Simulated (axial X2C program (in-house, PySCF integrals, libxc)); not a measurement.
**Correcting the dissociation energy of P₂⁺ for spin–orbit coupling**

A spin-free CCSD(T) curve (one-electron X2C) was computed with an in-house relativistic program for diatomic molecules, basis P dyall-v3z [8s7p2d1f] (cores contracted in-house), for the state M_S = 1/2, Λ = 1 (beyond evenly filled blocks: π+α, π+β, π-α). It gives D0 = 4.539 eV to P+ + P, which in a spin-free picture are the weighted means of the ground terms.

Correlated methods: 9 electrons correlated (number of frozen shells: P 2 s, 1 p), 139 virtual spin orbitals or spinors in MP2, 90 natural virtuals in coupled cluster.

Measured levels of the ground terms (NIST Handbook of Basic Atomic Spectroscopic Data), in cm⁻¹: P+ 3P: J = 0 at 0, J = 1 at 164.9, J = 2 at 469.1; P 4S: J = 3/2 at 0.

The two components of the molecular doublet are 266 cm⁻¹ apart in the PBE0 2c search (Ω = 3/2 lower), so the lower one lies 133 cm⁻¹ under their mean.

Question: How far does each ground level lie under the (2J+1)-weighted mean of its term?

Answer: P+: (1 × 0 + 3 × 164.9 + 5 × 469.1)/9 = 316 cm⁻¹; P: a single level, 0.

Question: Correct D0.

Answer: D0 = 4.539 + (133 − 316)/8065.5 = 4.516 eV at CCSD(T) with these spin–orbit terms.

Second-order spin–orbit effects in the molecule, which grow quickly with Z, are left out. The state is one determinant whose occupation by symmetry is held fixed; it was picked as the lowest of a PBE0 search that is not exhaustive. Dissociation energies refer to the lowest single-determinant-based atoms at the same level and basis. CCSD and (T) use frozen natural virtuals with an MP2 correction for the truncation; (T) itself is uncorrected, so its De runs slightly low. PBE0 can misorder states that lie within some tenths of an eV, so this need not be the ground state of the molecule. The nearest other spin-free determinant of the search, M_S = 1/2, Λ = 0, lies 0.48 eV up at the distance of the search.
